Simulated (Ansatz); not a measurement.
Input file:

```yaml
crystal:
  periodic: [false, false, false]
  atoms:
    - {symbol: B, position_ang: [0.000000, 0.000000, 0.000000]}
    - {symbol: H, position_ang: [1.193377, 0.014556, -0.000258]}
    - {symbol: H, position_ang: [-0.609294, 1.026213, -0.002837]}
    - {symbol: H, position_ang: [-0.584082, -1.040768, 0.003095]}
basis:
  gaussian: {orbitals: cc-pVDZ}
correlation: {method: fci, electrons: outside_noble_gas}
```

```sh
$ ansatz run in.yaml --threads 1 --pin off --events-out ev --progress --plain --max-ram 2393MiB
```

Roughly how long does this take on 1 thread of Arm Neoverse V2, shared host, and how much host memory?

6 s wall and 0.3 GiB.

```
524 factors; integrals over basis functions are off by at most 1.3e-7 eV
mean field evaluation 1: about -717.7429 eV, gradient 9.4e0 eV
mean field evaluation 2: about -717.7426 eV, gradient 9.4e0 eV
mean field evaluation 4: about -718.1294 eV, gradient 1.5e-1 eV
mean field evaluation 8: about -718.1295 eV, gradient 9.5e-5 eV
mean field -718.12951378 eV, -26.3907728657 hartree, gradient 2.3e-6 eV, S^2 0.000000; 0 other end points of the search recorded, 0 dependent functions left out
1 core orbitals not correlated: weight in the atoms' cores, before any rotation towards them, 1.000 or more for the frozen orbitals, at most 0.000 for the correlated occupied ones
reference -718.12951378 eV, -26.3907728657 hartree; 3, 3 occupied and 25, 25 virtual orbitals, 524 factors
state -721.34133712 eV, -26.5088051963 hartree
Total energy: -721.34133712 eV, -26.5088051963 hartree
```
